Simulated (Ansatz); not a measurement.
A run of Ansatz (development build ahead of 0.2.0) on triplet O2 at this shape:

```xyz
2

O     0.0000    0.0000    0.6943
O     0.0000    0.0000   -0.6943
```

Its results:

* Converged: yes
* Reference energy: -147.62797 hartree
* CCSD correlation energy: -0.11456 hartree
* Triples correction: -0.00028 hartree
* Total energy: -147.74282 hartree
* Spin squared of the determinant: 2.003

Which input gives this output? Name the method, the orbitals and the basis set, and write the input.

UHF-CCSD(T) in STO-3G.

```yaml
crystal:
  periodic: [false, false, false]
  atoms:
    - { symbol: O, position_ang: [0.0, 0.0, 0.69431] }
    - { symbol: O, position_ang: [0.0, 0.0, -0.69431] }
basis:
  gaussian: { orbitals: STO-3G }
magnetization:
  spin_polarized: true
  initial_magnetization: 2
hamiltonian:
  xc: hf
correlation:
  method: ccsd_t
  frozen_orbitals: { O: 1 }
```
